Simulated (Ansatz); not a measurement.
Two isomers of C4H6O: A = `C=C=CCO`, B = `C1=COCC1`.

Computed with Ansatz on PBE0-D4/def2-TZVP structures; ΔE is electronic, products minus reactants. CBS: MP2 limit from def2 TZ/QZ plus the TZ coupled-cluster correction, frozen cores. Functionals use def2-TZVPP. B3LYP here is the variant with VWN-RPA as its local correlation; programs differ in this. One conformer a species, not always the lowest.

**Question.** Which isomer does CCSD(T)/CBS put lower? Give the gap. (An estimate is asked.)

**Answer.** Computed: B, by 94.9 kJ/mol.

**Question.** Give E(B) − E(A) in kJ/mol with B3LYP-D4, CCSD(T)/def2-TZVPP, LDA (SPW92), PBE-D4, B2PLYP, r2SCAN-D4, MP2/def2-TZVPP. (Best estimate.)

**Answer.** Ansatz gave: B3LYP-D4 -82.8, CCSD(T)/def2-TZVPP -96.7, LDA (SPW92) -117.0, PBE-D4 -93.2, B2PLYP -87.8, r2SCAN-D4 -94.9, MP2/def2-TZVPP -103.0. None reverses the order clearly.

**Question.** Does the order hold for the free energy at 298.15 K (harmonic terms from PBE0-D4)? (Best estimate.)

**Answer.** The calculation gave: Yes: G(B) − G(A) = -81.1 kJ/mol, for one conformer each.

Largest T1 diagnostic: 0.012.

From PBE to PBE0 (25 % exact exchange), in def2-TZVPP and without D4, E(B) − E(A) moves by −11.9 kJ/mol. Leaving LDA and LC-ωPBE aside and taking each functional with its dispersion term where it has one, the values, not all of them listed here, spread over 40.2 kJ/mol, from PBE-QIDH to BLYP-D4. LDA lies −26.6 kJ/mol from PBE without D4.
